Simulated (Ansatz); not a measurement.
# Worked example: correlation energy of H2B–P⁺, doublet

Geometry: that of the H2B–P, singlet, kept fixed.

```xyz
4

B     0.0000    0.0000    1.1993
P     0.0000    0.0000   -0.5361
H     0.0000    1.0399    1.8053
H     0.0000   -1.0399    1.8053
```

Basis 6-31G; Ansatz 0.2.0. Correlated methods freeze the noble-gas cores, which leaves 9 electrons in 20 orbitals. Prefix R: restricted or restricted open-shell reference; prefix U: unrestricted.

Full CI is exact within this basis and frozen core; it isn't the basis-set limit. The frozen core follows each run's orbitals, which can shift R against U totals by a few meV.

Runs differ by some tens of microhartree through their thresholds and, for an open shell, their frozen cores, so steps under 0.1 kcal/mol mean nothing.

| level | total energy (hartree) |
| --- | --- |
| UHF | -366.141320 |
| UMP2 | -366.221445 |
| UCCSD | -366.247709 |
| UCCSD(T) | -366.250482 |
| UCCSDT | -366.251426 |
| UCCSDT(Q) | -366.251547 |
| UCCSDTQ | -366.251553 |
| full CI | -366.251559 |

Q: What is the correlation energy at full CI, and what share of it do UMP2 and UCCSD recover?

A: E(corr) = -366.251559 − (-366.141320) = -0.110239 hartree = -3.000 eV. UMP2: -0.080125 / -0.110239 = 72.68 %. UCCSD: -0.106389 / -0.110239 = 96.51 %.

Q: By how many kcal/mol does UCCSD(T) miss full CI (1 hartree = 627.509 kcal/mol), and which steps make up the rest?

A: -366.250482 − (-366.251559) = 0.001077 hartree = 0.68 kcal/mol. Steps: UCCSDT − UCCSD(T) = -0.59, UCCSDT(Q) − UCCSDT = -0.08, UCCSDTQ − UCCSDT(Q) = 0.00, full CI − UCCSDTQ = 0.00 kcal/mol. That is within 1 kcal/mol of the reference in this basis, which itself misses far more of the correlation at the basis-set limit.
